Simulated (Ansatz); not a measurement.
# Si₂N+ (triplet): from Hartree-Fock to the top rungs, cc-pVDZ

The task here is to estimate one member of a computed series from the others.

Program: Ansatz 0.2.0, Gaussian basis. Level of theory: cc-pVDZ, core rule «outside noble gas», up to 11 orbitals frozen. These are calculated values, not measurements.

The runs, in order: UHF; CCSD(T) on ROHF; CCSD(T) on UHF; BCCD(T) on ROHF; CISD; CCSDT(Q) on ROHF; CCSDT(Q) on UHF.

40 further runs of the same task are left out: 6 for a known fault of the program, 15 that didn't finish, 19 set aside as unsound or not needed.

### The system

The geometry is a PBE0/def2-TZVP stationary point (not a proven minimum) of the parent state, kept for this charge and spin.

3 atoms, charge 1, spin multiplicity 3.

Atoms are counted from 1 here; the program's logs count them from 0.

Bond lengths: Si1–N2 1.661 Å, N2–Si3 1.597 Å. Angles: Si1–N2–Si3 180.0°.

Coordinates:

```
Si    0.0000    0.0000    1.6398
N     0.0000    0.0000   -0.0213
Si    0.0000    0.0000   -1.6185
```

The first run:

File in.yaml:

```yaml
crystal:
  periodic: [false, false, false]
  atoms:
    - {symbol: Si, position_ang: [0.000000, 0.000000, 1.639800]}
    - {symbol: N, position_ang: [0.000000, 0.000000, -0.021300]}
    - {symbol: Si, position_ang: [0.000000, 0.000000, -1.618500]}
basis:
  gaussian: {orbitals: cc-pVDZ}
total_charge: 1
magnetization: {spin_polarized: true, initial_magnetization: 2}
hamiltonian: {xc: hf}
output: {orbitals: {seedname: orbitals}}
```

Launch:

```
ansatz run in.yaml --threads 1 --pin off --events-out ev --progress --plain --max-ram 2393MiB
```

Steps of the session up to this table: UHF; CCSD(T) on ROHF; CCSD(T) on UHF; BCCD(T) on ROHF; CISD; CCSDT(Q) on ROHF; CCSDT(Q) on UHF.

One table of the session follows, with a row left open; its other results are not shown here.

```
   method  from RCCSDT(Q) (kJ/mol)
      UHF                        ?
     RMP2                    +90.7
     UMP2                   +130.3
     CISD                   +152.1
    RCCSD                    +72.5
    UCCSD                    +69.3
 RCCSD(T)                    +11.1
 UCCSD(T)                    +24.3
  BCCD(T)                    +16.5
   RCCSDT                     +8.5
   UCCSDT                     +9.4
RCCSDT(Q)                        0
UCCSDT(Q)                     -2.5
```

Estimate the missing values for UHF.

The run gave: from RCCSDT(Q) (kJ/mol): +835.4. In the column «from RCCSDT(Q) (kJ/mol)» it is the highest.

Left out of the table: ROHF (another determinant or state than the rows shown).

Limits of these values: The report flags that the cluster equations may have other roots. The program flags RCCSD(T), BCCD(T), RCCSDT(Q) as in doubt, so the zero of the table is itself unsure. Warnings: coupled cluster took another determinant than the lowest. Restricted and unrestricted rows rest on different reference determinants; where their highest levels disagree by more than a few hundredths of an eV, they describe different states and don't form one ladder.
